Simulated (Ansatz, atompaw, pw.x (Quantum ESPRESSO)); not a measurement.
## From atom to crystal: PAW (atompaw) potential for molybdenum (Mo)

molybdenum (Mo), PAW, made with atompaw 4.2.0.5 (LDA (PW92), scalar-relativistic). Core [Ar] 3d10, reference 4s2 4p6 4d5 5s1 5p0. Waves: 4s (bound): rc 1.45 bohr; 5s (bound): rc 1.55 bohr; 4p (bound): rc 2.20 bohr; 5p (bound, empty): rc 2.05 bohr; 4d (bound): rc 2.25 bohr; 4d channel at 1.7 Ry: rc 2.25 bohr. Local part: bessel scheme, radius 1.70 bohr. Core correction: smooth core density matched at 1.15 bohr. Augmentation charge: sinc compensation charge, radius 1.85 bohr; PAW radius 2.25 bohr; waves and projectors: custom rrkj gramschmidtortho.

Crystal test: bcc Mo in pw.x 7.5, no spin, 15³ k-points, Fermi–Dirac smearing 0.01 Ry, cutoffs 50/500 Ry. The reference is all-electron LAPW (Ansatz 0.2.0) with the same functional, mesh and smearing; V0 and B0 come from Birch–Murnaghan fits to the pressures at five volumes. Errors are pseudo minus all-electron; Δ is the rms difference of the E(V) curves that follow from these fits, minima aligned, over ±6 % about the mean V0. Mesh and smearing are coarse, so the numbers serve the comparison and aren't converged zero-temperature values; the lattice is a test structure that the element need not adopt.

All-electron: a0 = 3.113 Å (V0 = 15.08 Å³/atom), B0 = 291.6 GPa.

Problem. How far does the potential miss the all-electron equation of state?

Solution. mean pressure error (GPa): +1.49; a0 (Å): 3.118; a0 error (%): +0.16; B0 error (%): +0.6; Δ (meV/atom): 4.8.

```json
{"V (Å³/atom)": "14.314", "P all-electron (GPa)": "16.92", "P pseudo (GPa)": "18.85"}
{"V (Å³/atom)": "14.690", "P all-electron (GPa)": "8.05", "P pseudo (GPa)": "9.72"}
{"V (Å³/atom)": "15.067", "P all-electron (GPa)": "0.24", "P pseudo (GPa)": "1.69"}
{"V (Å³/atom)": "15.444", "P all-electron (GPa)": "-6.63", "P pseudo (GPa)": "-5.36"}
{"V (Å³/atom)": "15.820", "P all-electron (GPa)": "-12.67", "P pseudo (GPa)": "-11.56"}
```

Problem. At the middle volume, how do free energy and pressure move when the wave cutoff is lowered (ecutrho held at 500 Ry)?

Solution.

```tsv
cutoff (Ry)	shift of F (meV/atom)	shift of P (GPa)
22	+882.3	-12.69
30	+69.6	-3.65
40	+21.1	+0.15
```

The run at the middle volume (120 k-points, 13 iterations) took about 16 s on one core of a shared host (AMD EPYC 9R45 96-Core Processor, 96 threads, 376 GiB, load 68).
